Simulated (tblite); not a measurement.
# C2H2AlCl3: the cost of one run

Programs: tblite 0.8.0 and PySCF 2.14.0. All values are calculated, for the isolated system unless a continuum is named. Atoms count from 0, parts from 1.

## (1) The system as given

8 atoms, charge 0, multiplicity 1; geometry: rigid parts in contact. Parts: 1 = atoms 0–3, `[Cl][Al]([Cl])[Cl]`, charge 0; 2 = atoms 4–7, `C#C`, charge 0.

## (2) Docking the parts with GFN2-xTB

The job: settings as JSON, then the geometry in Å.

```
{"job": {"kind": "dock", "xc": "GFN2-xTB", "basis": "xTB"}, "charge": 0, "multiplicity": 1, "parts": [{"atoms": "0-3", "charge": 0, "multiplicity": 1}, {"atoms": "4-7", "charge": 0, "multiplicity": 1}]}
Cl     1.777966     0.162015     0.965732
Al    -0.000148     0.000076    -0.000287
Cl    -0.173134    -1.225935    -1.608589
Cl    -1.604683     1.063844     0.643144
C      1.297259    -1.715389     3.373631
C      0.526458    -2.060694     2.530051
H      1.975274    -1.411637     4.115120
H     -0.151040    -2.364261     1.788089
```

Level: GFN2-xTB search for minima from random contacts, gas phase.

The run is started by

```sh
> OMP_NUM_THREADS=1 python cluster_run.py task.json out
```

This one command runs all jobs of the session in turn.

Q: Estimate the wall time of this first job on 1 thread of Arm Neoverse V1, shared host.

About 9.6 s.
